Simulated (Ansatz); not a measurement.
Process, species as SMILES: C#C (C2H2) → 2 C atom + 2 H atom
B3LYP-D3(BJ)/def2-TZVP geometries, fixed; electronic energies without zero-point terms.

Basis-set convergence of the atomisation energy at PBE with Ansatz (an electronic-structure program). All functions are spherical. The program fits the integrals of some runs and decomposes those of others, by size. Open shells are unrestricted. No added dispersion term, no relativity. Functions are those of the species that has most. Reference: the value in aug-pcseg-3, 414.88 kcal/mol, itself unsure by roughly 0.15 kcal/mol (its mean distance from aug-cc-pVQZ, cc-pV5Z, def2-QZVPPD). Deviations are taken from unrounded values.

| basis | functions | atomisation energy (kcal/mol) | minus reference (kcal/mol) |
|---|---|---|---|
| pcseg-0 | 22 | 404.99 | -9.89 |
| pcseg-1 | 38 | 408.41 | -6.47 |
| aug-pcseg-1 | 64 | 408.20 | -6.68 |
| pcseg-2 | 88 | 414.87 | -0.01 |
| aug-pcseg-2 | 138 | 414.87 | -0.01 |
| pcseg-3 | 186 | 414.88 | 0.00 |
| aug-pcseg-3 | 268 | 414.88 | 0.00 |

The smallest set listed that lies within 1 kcal/mol of the reference with all its larger relatives (same family, alike in diffuse functions; a set with none counts only in the reference's own line) is pcseg-2 (88 functions, -0.01 kcal/mol off).
